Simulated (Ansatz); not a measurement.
Where CCSD(T) holds and where it slips

Each species is computed at the geometry given (Å), with frozen cores, in Ansatz 0.2.0: RHF-CCSD(T) for singlets, UHF-CCSD(T) otherwise, and full CI in the same basis. The program picks the determinant by trial CCSD, so it needn't be the lowest Hartree–Fock solution. States: BeLi⁻ Σ⁺ or Δ, CO Σ⁺ or Δ, BN⁺ Π. Cases whose determinant has another symmetry than full CI's state, or whose (Q) step broke down, weren't drawn.

Task: Judging by size, spin and bonding and the diagnostics given, rank them by the size of CCSD(T)'s error in total energy against full CI in the same basis, smallest first (an estimate).
A. BeLi⁻, triplet, aug-cc-pVTZ: Li 0.000 0.000 0.000; Be 0.000 0.000 2.936. T1 0.034, (T) -54 meV in a correlation energy of -1.53 eV
B. BN⁺, doublet, cc-pVDZ: B 0.000 0.000 0.000; N 0.000 0.000 1.172. T1 0.136, (T) -179 meV in a correlation energy of -4.33 eV
C. CO, singlet, 6-31G: O 0.000 0.000 0.000; C 0.000 0.000 1.123. T1 0.021, (T) -222 meV in a correlation energy of -5.83 eV

Result: A (24.3 meV), C (33.0 meV), B (185.3 meV).

| species | basis | correlated electrons | CCSD(T) − full CI (meV) | CCSDT(Q) − full CI (meV) | unpaired electrons (full CI) | T1 | ⟨S²⟩ of the determinant |
| --- | --- | --- | --- | --- | --- | --- | --- |
| BeLi⁻, triplet | aug-cc-pVTZ | 4 | 24.3 | 0.3 | 2.11 | 0.034 | 2.03 |
| CO, singlet | 6-31G | 10 | 33.0 | -0.8 | 0.07 | 0.021 | 0.00 |
| BN⁺, doublet | cc-pVDZ | 7 | 185.3* | -22.5 | 1.40 | 0.136 | 1.79 |

Unpaired electrons are Σ n²(2−n)² over natural occupations; an open shell counts its own unpaired electrons too. Frozen cores follow each run's orbitals, which moves totals by a few meV. An asterisk marks runs whose energy the program itself flagged as in doubt.
